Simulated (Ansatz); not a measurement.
A nudged elastic band was laid between two geometries of CH6Si + ClH (10 atoms, charge 0, multiplicity 1).

Method: RKS B3LYP/6-31G* in Ansatz 0.2.0.

```yaml
movable_images: 9
climbing_image: yes
spring: 5.0 eV/Å²
optimiser: quadratic models (default)
start_path: through a guess of the saddle point
force_threshold: 0.05 eV/Å
iteration_limit: 60
end_points: relaxed
```

First end point:

```xyz
10
Properties=species:S:1:pos:R:3
Si 0.255 -0.114 0.311
C 0.601 -0.308 2.153
H -0.239 -0.795 2.662
H 1.495 -0.919 2.319
H 0.765 0.665 2.628
H 1.375 0.570 -0.390
H -0.971 0.717 0.095
H 0.015 -1.429 -0.341
Cl -4.000 1.199 1.161
H -2.820 1.065 0.646
```

Last end point:

```xyz
10
Properties=species:S:1:pos:R:3
Si -0.866 0.406 -1.091
C 0.278 -0.306 3.284
H 0.200 -0.678 4.310
H 0.600 -1.120 2.628
H 1.009 0.506 3.246
H 0.179 1.281 -0.509
H -0.971 0.633 -2.553
H -0.564 -1.017 -0.813
Cl -2.691 0.882 -0.214
H -0.698 0.064 2.957
```

Q: What changes between the two ends?

A: Bonds broken: Si1–C2, Cl9–H10. Bonds formed: Si1–Cl9, C2–H10. CH6Si + ClH becomes CH4 + ClH3Si.

Q: Give the energies along the band, and the barrier.

A: The run converged. The highest image is number 5 of 0 to 10, 1.94 eV above the first end and 3.06 eV above the last; the last end lies 1.12 eV below the first. Neighbouring images differ by up to 1.5 eV, so the band resolves the path poorly. A vibrational analysis at the climbing image gives one clearly imaginary mode, 601i cm⁻¹: a first-order saddle point. The orbitals stay closed-shell, which can raise the energy where a bond breaks towards radicals; this wasn't checked here.

| image | path coordinate (Å) | energy (eV) | Si1–C2 (Å) | Cl9–H10 (Å) | Si1–Cl9 (Å) |
| --- | --- | --- | --- | --- | --- |
| 0 | 0.00 | 0.00 | 1.88 | 1.29 | 4.53 |
| 1 | 0.94 | 0.00 | 1.89 | 1.29 | 4.25 |
| 2 | 1.88 | 0.04 | 1.89 | 1.29 | 4.13 |
| 3 | 2.82 | 0.11 | 1.90 | 1.29 | 3.92 |
| 4 | 3.76 | 0.55 | 1.94 | 1.32 | 3.18 |
| 5 | 4.70 | 1.94 | 2.17 | 1.82 | 2.70 |
| 6 | 5.80 | 0.43 | 2.81 | 2.12 | 2.20 |
| 7 | 6.89 | -0.84 | 3.44 | 2.44 | 2.09 |
| 8 | 7.98 | -1.10 | 4.06 | 3.05 | 2.08 |
| 9 | 9.07 | -1.12 | 4.31 | 3.46 | 2.08 |
| 10 | 10.17 | -1.12 | 4.58 | 3.83 | 2.08 |

Q: What is the geometry of the highest image?

A: 
```xyz
10
Properties=species:S:1:pos:R:3
Si -0.222 0.167 0.040
C 0.002 -0.026 2.187
H -0.615 -0.126 3.092
H 0.630 -0.916 2.125
H 0.583 0.892 2.293
H 1.272 0.203 -0.002
H -0.672 1.497 -0.396
H -0.617 -1.078 -0.634
Cl -2.777 0.036 0.908
H -1.108 0.002 1.631
```

The run took 6.4 min on 1 thread of Arm Neoverse V2, with other jobs on the host, peak memory 0.14 GiB.
